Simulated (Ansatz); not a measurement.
C3H4O2 can be A, `OC1=CCO1`, or B, `C1=COCO1`.

Program: Ansatz. Geometries: PBE0-D4/def2-TZVP. ΔE: electronic, gas phase. CBS: MP2 limit from def2 TZ/QZ plus the TZ coupled-cluster correction, frozen cores. Functionals use def2-TZVPP. B3LYP here is the variant with VWN-RPA as its local correlation; programs differ in this. Each species was taken in one conformer, which may not be the lowest.

Q: Which isomer does CCSD(T)/CBS put lower? Give the gap. (Best estimate.)

A: Computed: B, by 8.0 kcal/mol.

Q: Give E(B) − E(A) in kcal/mol with PBE-D4, ωB97M-V, B3LYP-D4, B2PLYP, CCSD(T)/def2-SVP, MP2/def2-TZVPP, r2SCAN-D4. (An estimate is asked.)

A: The calculation gave: PBE-D4 -5.8, ωB97M-V -7.1, B3LYP-D4 -8.3, B2PLYP -7.8, CCSD(T)/def2-SVP -8.8, MP2/def2-TZVPP -6.1, r2SCAN-D4 -7.0. None reverses the order clearly.

Q: Does the order hold for the free energy at 298.15 K (harmonic terms from PBE0-D4)? (Estimate.)

A: The calculation gave: Yes: G(B) − G(A) = -6.9 kcal/mol, for one conformer each.

Largest T1 diagnostic: 0.014.

In def2-TZVPP, CCSD(T) changes the Hartree–Fock value by +1.8 kcal/mol (the triples alone add +0.1 kcal/mol) and MP2 by +3.9 kcal/mol. At CCSD(T), def2-SVP lies −0.8 kcal/mol from the extrapolated value and def2-TZVPP −0.3 kcal/mol.
